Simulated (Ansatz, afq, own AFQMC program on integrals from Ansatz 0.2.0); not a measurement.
## Si2H7, doublet in cc-pVDZ, levels against CCSDT(Q)

```yaml
atoms:
  - { symbol: Si, position_ang: [-1.6453, 0.0000, 0.0000] }
  - { symbol: H, position_ang: [-2.1402, 1.3997, 0.0000] }
  - { symbol: H, position_ang: [-2.1402, -0.6999, 1.2122] }
  - { symbol: H, position_ang: [-2.1402, -0.6999, -1.2122] }
  - { symbol: H, position_ang: [-0.0023, 0.0000, 0.0000] }
  - { symbol: Si, position_ang: [1.6497, 0.0000, 0.0000] }
  - { symbol: H, position_ang: [2.0997, -1.4163, 0.0000] }
  - { symbol: H, position_ang: [2.0997, 0.7081, -1.2265] }
  - { symbol: H, position_ang: [2.0997, 0.7081, 1.2265] }
```

Basis cc-pVDZ. Noble-gas cores (and the filled d shells of Ga–Kr and In–Xe) are frozen. AFQMC by an in-house program on the Cholesky factors that Ansatz 0.2.0 writes for its CCSD(T) run. The CISD trial takes its coefficients from CCSD amplitudes. Released means that phaseless walkers are propagated on without the constraint, phases kept. ± is one standard error of the sampling.

Determinant: UHF, the one that the program's search chose, which needn't be the lowest solution. The geometry is a point of a scan.

No full CI on the walks' own integrals is used here; CCSDT(Q) serves as the reference and is uncertain by about the last step of the cluster series.

Cautions: the released energies are still falling, so no released level is given (meV from the phaseless value at times in 1/Eh: -6 ± 3 at 0.24, -4 ± 3 at 0.51, -8.6 ± 2.1 at 0.99, -13 ± 3 at 1.50).

The T1 diagnostic is 0.0133 and the weight of the determinant in the CISD state is 0.854. The ⟨S²⟩ of the determinant is 0.768 and the size of the correlated space is 15 electrons in 61 orbitals.

| level | correlation energy (eV) |
| --- | --- |
| MP2 | -6.1338 |
| CCSD | -7.6908 |
| CCSD(T) | -7.8586 |

(1) Estimate where phaseless AFQMC with a CISD trial lies against CCSD(T) on the same integrals.

(1) 38.0 ± 3.3 meV below CCSD(T).

Reference: CCSDT(Q), correlation energy -7.902 eV.

| level | E − E(reference) (meV) | share of correlation (%) |
| --- | --- | --- |
| CCSD(T) | 43.1 | 99.45 |
| CCSDT | 5.6 | 99.93 |
| ph-AFQMC/CISD | 5.1 ± 3.3 | 99.94 |

A walk keeps the symmetry of its determinant, which the program's search chose and which needn't be the lowest solution, so a lower state of the same spin and another symmetry isn't excluded.
